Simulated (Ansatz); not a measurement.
**SiH4F (doublet): wave-function methods side by side at distance Si1–H5 along a hydrogen transfer = 1.771 Å, cc-pVDZ**

Aim: climb from Hartree-Fock through coupled cluster and multireference methods for SiH4F (doublet) at one geometry and basis, and see what each rung misses.

Method: cc-pVDZ, core rule «outside noble gas», up to 6 orbitals frozen; program: Ansatz 0.2.0, Gaussian basis.

Plan: UHF; CCSD(T) on ROHF; CCSD(T) on UHF; BCCD(T) on ROHF; CISD; CCSDT(Q) on ROHF; CCSDT(Q) on UHF; CASSCF and MRCISD+Q, 3 electrons in 3 orbitals; CASSCF and NEVPT2, 3 electrons in 3 orbitals; CASSCF and MRCISD+Q, 15 electrons in 12 orbitals; CASSCF and NEVPT2, 15 electrons in 12 orbitals.

## 1. What is computed

The geometry derives from fragments relaxed apart (PBE0/def2-TZVP) and kept rigid, so it is no stationary point. A hydrogen atom is moved between rigid fragments.

6 atoms, charge 0, spin multiplicity 2.

Atoms are counted from 1 here; the program's logs count them from 0.

Bond lengths: Si1–H2 1.485 Å, Si1–H3 1.485 Å, Si1–H4 1.485 Å. Angles: H2–Si1–H3 109.5°, H2–Si1–H4 109.5°, H3–Si1–H4 109.5°.

Coordinates:

```xyz
6

Si   -1.1404    0.0000    0.0000
H    -1.6352    1.3997    0.0000
H    -1.6352   -0.6999    1.2122
H    -1.6352   -0.6999   -1.2122
H     0.6306    0.0000    0.0000
F     1.9126    0.0000    0.0000
```

## 2. UHF

The input, in.yaml:

```yaml
crystal:
  periodic: [false, false, false]
  atoms:
    - {symbol: Si, position_ang: [-1.140370, 0.000000, 0.000000]}
    - {symbol: H, position_ang: [-1.635242, 1.399708, 0.000000]}
    - {symbol: H, position_ang: [-1.635242, -0.699854, 1.212183]}
    - {symbol: H, position_ang: [-1.635242, -0.699854, -1.212183]}
    - {symbol: H, position_ang: [0.630630, 0.000000, 0.000000]}
    - {symbol: F, position_ang: [1.912630, 0.000000, 0.000000]}
basis:
  gaussian: {orbitals: cc-pVDZ}
magnetization: {spin_polarized: true, initial_magnetization: 1}
hamiltonian: {xc: hf}
output: {orbitals: {seedname: orbitals}}
```

Launch:

```console
$ ansatz run in.yaml --threads 1 --pin off --events-out ev --progress --plain --max-ram 4096MiB --backend cpu
```

After this run come: CCSD(T) on ROHF; CCSD(T) on UHF; BCCD(T) on ROHF; CISD; CCSDT(Q) on ROHF; CCSDT(Q) on UHF; CASSCF and MRCISD+Q, 3 electrons in 3 orbitals; CASSCF and NEVPT2, 3 electrons in 3 orbitals; CASSCF and MRCISD+Q, 15 electrons in 12 orbitals; CASSCF and NEVPT2, 15 electrons in 12 orbitals.

**Question.** What will the summary of the whole plan be? Wanted: UCCSDT(Q) below the RHF energy; RMP2 from UCCSDT(Q); UMP2 from UCCSDT(Q); RCCSD from UCCSDT(Q); RCCSD(T) from UCCSDT(Q); UCCSD(T) from UCCSDT(Q); RCCSDT(Q) from UCCSDT(Q); MRCISD+Q pair from UCCSDT(Q); NEVPT2 valence from UCCSDT(Q).

As calculated:

```
                         quantity                      value
   UCCSDT(Q) below the RHF energy                 -9.6876 eV
              RMP2 from UCCSDT(Q)                +1031.8 meV
              UMP2 from UCCSDT(Q)                +1312.6 meV
             RCCSD from UCCSDT(Q)                 +211.2 meV
          RCCSD(T) from UCCSDT(Q)                  +44.6 meV
          UCCSD(T) from UCCSDT(Q)                  +46.1 meV
         RCCSDT(Q) from UCCSDT(Q)                    0.0 meV
     MRCISD+Q pair from UCCSDT(Q)                 +137.5 meV
    NEVPT2 valence from UCCSDT(Q)                +1408.9 meV
  MRCISD+Q valence from UCCSDT(Q)                 +105.5 meV
levels within 1 kcal/mol (43 meV)  RCCSDT, UCCSDT, RCCSDT(Q)
                    T1 diagnostic                      0.021
   effectively unpaired electrons                       1.03
```

In words: RCCSD(T) lands +44.6 meV from the yardstick (0.5 % of the correlation energy). One determinant dominates. Of the multireference levels listed MRCISD+Q valence comes nearest in total energy (+105.5 meV), which doesn't show that its space is the better one. These misses are within one basis, not against nature; the frozen cores of restricted and unrestricted runs differ, which can shift their rows.
